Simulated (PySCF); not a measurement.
# UB3LYP/STO-6G run of LiO (lithium monoxide)

Aim: the vertical ionisation energy of LiO (lithium monoxide) at UB3LYP/STO-6G, from 2 runs. Input form: a Python script.

The calculation is run with PySCF 2.14.0.

23 further runs of the same task are left out: 8 that didn't finish, 15 set aside as unsound or not needed.

## (1) Starting point

LiO: 2 atoms, total charge 0, spin state doublet. As SMILES, `[Li][O]`. The coordinates come from a PBE0-D4/def2-TZVP relaxation.

Bond lengths: Li1–O2 1.681 Å.

## (2) A single-point energy at UB3LYP/STO-6G

The input, job.py:

```python
from pyscf import gto, dft

mol = gto.Mole()
mol.atom = [
    ('Li', (-0.000000, -0.000000, -0.057440)),
    ('O', (0.000000, 0.000000, 1.623240)),
]
mol.max_memory = 1860
mol.basis = 'sto-6g'
mol.spin = 1
mol.verbose = 3
mol.charge = 0
mol.build()

ks = dft.UKS(mol, xc='b3lyp')
ks.grids.level = 5
ks.conv_tol = 1e-10
ks.kernel()
if not ks.converged:
    ks = ks.newton().run(ks.mo_coeff, ks.mo_occ)

etot = ks.e_tot
print('Final energy', etot)
```

Launch:

```console
OMP_NUM_THREADS=1 python job.py
```

Log:

```text
converged SCF energy = -82.3186126205793  <S^2> = 0.77450042  2S+1 = 2.0243522
Final energy -82.31861262057934
```

Run time: 2.6 s. Hardware: 1 thread of Arm Neoverse V1, shared host; peak memory 0.16 GiB.

## (3) The singlet cation, same level

The input, run.py:

```python
from pyscf import gto, dft

mol = gto.M(
    atom='''
Li     0.000000     0.000000    -0.108546
O      0.000000     0.000000     3.067479
''',
    basis='sto-6g',
    verbose=3,
    charge=1,
    max_memory=1860,
    unit='bohr',
)

mf = dft.RKS(mol)
mf.xc = 'b3lyp'
mf.grids.level = 5
mf.conv_tol = 1e-10
mf.kernel()
if not mf.converged:
    mf = mf.newton().run(mf.mo_coeff, mf.mo_occ)

e_final = mf.e_tot
print('Final energy', e_final)
```

Launch:

```console
OMP_NUM_THREADS=1 python run.py
```

Log:

```text
converged SCF energy = -81.9575822807754
Final energy -81.95758228077537
```

It took 1.6 s on 1 thread of Arm Neoverse V1, shared host; peak memory 0.14 GiB.

## (4) Outcome

At UB3LYP/STO-6G:

| quantity | value |
| --- | --- |
| doublet LiO: total energy | -82.31861 Eh |
| doublet LiO: dipole moment | 3.00 D |
| doublet LiO: HOMO energy (highest over α and β) | -3.64 eV |
| doublet LiO: LUMO energy (lowest over α and β) | -0.66 eV |
| doublet LiO: ⟨S²⟩ | 0.775 |
| singlet cation: total energy | -81.95758 Eh |
| singlet cation: HOMO energy | -15.94 eV |
| singlet cation: LUMO energy | -13.89 eV |
| singlet cation: HOMO–LUMO gap | 2.05 eV |
| vertical ionisation energy (to the singlet cation) | 9.824 eV |

What this shows: Removing an electron at fixed nuclei costs 9.82 eV (227 kcal/mol). Only the singlet of the ionised species was computed; a triplet could lie lower. In a minimal basis such a difference can be off by several eV, whatever the method.
